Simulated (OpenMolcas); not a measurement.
# M06-2X/ANO-RCC-MB (DKH2) run of CHCl2F (dichlorofluoromethane)

Aim: a structure relaxation of CHCl2F (dichlorofluoromethane). 

Program for the calculation: OpenMolcas 26.06.

1 further run of the same task is left out (set aside as unsound or not needed).

## 1. The structure to begin with

The species is CHCl2F (5 atoms), meant as a singlet with charge 0. SMILES: `FC(Cl)Cl`. The shape is that of a PBE0-D4/def2-TZVP optimisation. The run starts from this shape.

Bond lengths: F1–C2 1.340 Å, C2–Cl3 1.759 Å, C2–Cl4 1.759 Å, C2–H5 1.088 Å. Angles: F1–C2–Cl3 109.4°, F1–C2–Cl4 109.4°, Cl3–C2–Cl4 111.6°, F1–C2–H5 109.7°, Cl3–C2–H5 108.4°, Cl4–C2–H5 108.4°.

## 2. A structure relaxation at M06-2X/ANO-RCC-MB (DKH2)

job.inp

```
&GATEWAY
Coord
5
angstrom
F       -0.590600       0.132500       1.230400
C        0.006400       0.099400       0.030700
Cl       1.459900      -0.886800       0.126900
Cl      -1.120400      -0.525200      -1.167100
H        0.294600       1.106400      -0.262500
Basis=ANO-RCC-MB
Group=NoSym
>>> EXPORT MOLCAS_MAXITER=40
>>> Do While
&SEWARD
&SCF
KSDFT=M062X
PrOrbitals=0
&SLAPAF
>>> EndDo
```

Run with:

```console
$ export MOLCAS_MEM=1860
$ pymolcas job.inp > job.log
```

**Question.** What will come out? Wanted: total energy at the end; dipole moment; HOMO energy; LUMO energy; HOMO–LUMO gap.

Answer, from the run:

At M06-2X/ANO-RCC-MB (DKH2):

```
               quantity           value
total energy at the end  -1061.74988 Eh
          dipole moment          1.89 D
            HOMO energy       -11.42 eV
            LUMO energy        -1.78 eV
          HOMO–LUMO gap         9.64 eV
```

What this shows: At the final geometry: Bond lengths: F1–C2 1.476 Å, C2–Cl3 1.905 Å, C2–Cl4 1.905 Å, C2–H5 1.170 Å. Angles: F1–C2–Cl3 108.5°, F1–C2–Cl4 108.5°, Cl3–C2–Cl4 111.3°, F1–C2–H5 109.6°, Cl3–C2–H5 109.4°, Cl4–C2–H5 109.4°. The optimisation took 9 steps and changed the energy by -1.135 eV. Mulliken charges run from -0.23 on F1 to +0.26 on H5.
